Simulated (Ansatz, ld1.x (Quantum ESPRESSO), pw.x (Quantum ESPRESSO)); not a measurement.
## aluminium (Al): one change to the TM potential, in the atom and in the bcc crystal

aluminium, norm-conserving Troullier–Martins (Kleinman–Bylander form), made with ld1.x (Quantum ESPRESSO) 7.5 (PBEsol, scalar-relativistic). Core [Ne], reference 3s2 3p1. Waves: 3p (bound): rc 2.95 bohr; 3d channel at 0.05 Ry: rc 2.65 bohr; 3s (bound): rc 1.45 bohr. Local part: the s channel. Core correction: Bessel-smoothed model core inside 1.20 bohr.

Change: wave 3d channel at 0.05 Ry: rc 2.65 bohr becomes 3d channel at 0.72 Ry: rc 2.65 bohr.

Cutoffs, loose and tight: the cutoffs (Ry, on a coarse ladder) from which the occupation-weighted sum of valence levels, in a spherical-Bessel basis at the reference potential, stays within 10 and 1 mRy of its value at 400 Ry. They do not see the model core or the augmentation charge, which bear on the density cutoff. Test errors are all-electron minus pseudo excitation energies from the reference, over the configurations 3s2 3p0; 3s1 3p0; 3s2 3p0.5; 3s2 3p1.3; 3s1 3p1; 3s0 3p3; 3s1 3p2; variants that change the core or the reference have their own tests.

Crystal test: bcc Al in pw.x 7.5, no spin, 14³ k-points, Fermi–Dirac smearing 0.01 Ry, cutoffs set for each file from its atomic test. The reference is all-electron LAPW (Ansatz 0.2.0) with the same functional, mesh and smearing; V0 and B0 come from Birch–Murnaghan fits to the pressures at five volumes. Errors are pseudo minus all-electron; Δ is the rms difference of the E(V) curves that follow from these fits, minima aligned, over ±6 % about the mean V0. Mesh and smearing are coarse, so the numbers serve the comparison and aren't converged zero-temperature values; the lattice is a test structure that the element need not adopt.

All-electron: a0 = 3.215 Å (V0 = 16.61 Å³/atom), B0 = 72.6 GPa.

Does the change bring the crystal closer to the all-electron result?

The mean pressure error goes from -1.00 to -0.82 GPa, so the change moves the solid closer to the all-electron pressures.

```json
{"quantity": "outcome (atom)", "base": "generated", "changed": "generated"}
{"quantity": "cutoff, loose (atom)", "base": "35 Ry", "changed": "35 Ry"}
{"quantity": "cutoff, tight (atom)", "base": "70 Ry", "changed": "70 Ry"}
{"quantity": "bound ghosts (atom)", "base": "none", "changed": "none"}
{"quantity": "largest test error (meV) (atom)", "base": "+13", "changed": "+13"}
{"quantity": "cutoffs in pw.x (Ry)", "base": "85/340", "changed": "85/340"}
{"quantity": "a0 (Å)", "base": "3.200", "changed": "3.203"}
{"quantity": "a0 error (%)", "base": "-0.46", "changed": "-0.38"}
{"quantity": "B0 error (%)", "base": "+1.1", "changed": "+0.8"}
{"quantity": "Δ (meV/atom)", "base": "3.6", "changed": "3.0"}
{"quantity": "mean pressure error (GPa)", "base": "-1.00", "changed": "-0.82"}
```

Base: The largest radius (2.95 bohr) exceeds half the bond length (2.63 bohr), so the spheres overlap, which is one possible source of error among others. Changed file: The largest radius (2.95 bohr) exceeds half the bond length (2.63 bohr), so the spheres overlap, which is one possible source of error among others. The atomic cutoffs weigh occupied waves only.
